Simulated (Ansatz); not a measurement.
Input for Ansatz (development build ahead of 0.2.0):

```yaml
crystal:
  periodic: [false, false, false]
  atoms:
    - { symbol: Li, position_ang: [0.0, 0.0, -1.39357] }
    - { symbol: Li, position_ang: [0.0, 0.0, 1.39357] }
basis:
  gaussian: { orbitals: cc-pVTZ }
hamiltonian:
  xc: hf
correlation:
  method: mp2
  frozen_orbitals: { Li: 0 }
```

The input is written out in the form of the current development build from the run's settings.

The run gave:

- Converged: yes
- Reference energy: -14.87170 hartree
- Correlation energy: -0.04449 hartree
- Total energy: -14.91618 hartree
- Spin squared of the determinant: 0.000
